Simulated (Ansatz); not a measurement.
Species: H2N, SMILES `[NH2]` (charge 0, multiplicity 2).

Task: Give a relaxed geometry from B3LYP-D3(BJ)/def2-TZVP run with Ansatz (a program for electronic structure).

Result: the end point of this relaxation (outside a Z-matrix the atoms follow the SMILES, hydrogens last).
Z-matrix (Å, degrees):
```
N
H 1 1.0284
H 1 1.0284 2 103.25
```
